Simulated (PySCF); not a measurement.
C2H6, SMILES CC.

The structure is a stationary point at r2SCAN-D4/def2-TZVP.

Calculation: PySCF with PBE/def2-TZVPD.

The molecule is in vacuum.

| Item | Result |
|---|---|
| total energy | -79.73109 hartree |
| point group | D3d |
| highest occupied level | -8.13 eV |
| lowest empty level | -0.07 eV |
| orbital gap | 8.06 eV |
| dipole moment | 0.00 D |
| quadrupole, principal values (traceless, Buckingham form, about the centre of nuclear charge) | -0.73, 0.36, 0.36 D·Å |
| mean static polarisability | 29.7 bohr³ (4.39 Å³) |
| polarisability, principal values | 28.2, 28.2, 32.5 bohr³ |
